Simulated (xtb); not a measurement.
xtb input:

```bash
xtb mol.xyz --gfn 1 --sp --chrg 1 --uhf 0
```
mol.xyz:
```
10

C     -0.08418987     1.42741835    -0.51191986
S      0.17718637    -0.00065284     0.57178962
C     -0.09971911    -1.42697406    -0.51036667
H     -0.09015291     2.31038628     0.12496582
H      0.77169739     1.46446615    -1.18355940
H     -1.01598597     1.32490158    -1.06155473
H     -0.11528527    -2.30913124     0.12747948
H     -1.03034786    -1.31492304    -1.06011830
H      0.75571041    -1.47406314    -1.18196043
H     -1.00716386     0.00614320     1.21983281
```

**Question.** Predict the final energy.

**Answer.** -11.21916 Eh (GFN1-xTB).

It need not be the lowest isomer of its formula.
